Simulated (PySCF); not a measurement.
Ionisation energy of P by level of theory

P [Ne] 3s2 3p3 (4S) → P⁺ [Ne] 3s2 3p2 (3P), as a difference of total energies. All numbers are calculated (PySCF 2.14, scalar relativity by spin-free X2C-1e, in ANO-RCC-VTZP). Correlated levels: valence: [Ne] frozen; valence and next inner shell: 1s2 frozen. The calculations carry no spin-orbit coupling.

```
                                method  ionisation energy (eV)
                                   UHF                   9.898
                                   LDA                  10.563
                                   PBE                  10.482
                                  PBE0                  10.522
                                r2SCAN                  10.632
                             BHandHLYP                  10.246
                                  MN15                  10.434
                                M06-2X                  10.292
                               wB97X-V                  10.306
                         MP2 (valence)                  10.475
                     SCS-MP2 (valence)                  10.298
    MP2 (valence and next inner shell)                  10.473
SCS-MP2 (valence and next inner shell)                  10.297
```

A first-order spin-orbit estimate (lowest level to lowest level, LS coupling) adds -0.034 eV.

Errors of the correlated levels include the incompleteness of this basis and the frozen core.

Question: Which method comes closest to the reference value, and which is furthest?

Answer: The reference is 10.487 eV (measured; NIST Atomic Spectra Database, ionization energies). Closest: PBE0 (error 0.001 eV); furthest: UHF (error -0.623 eV), both after the spin-orbit estimate.
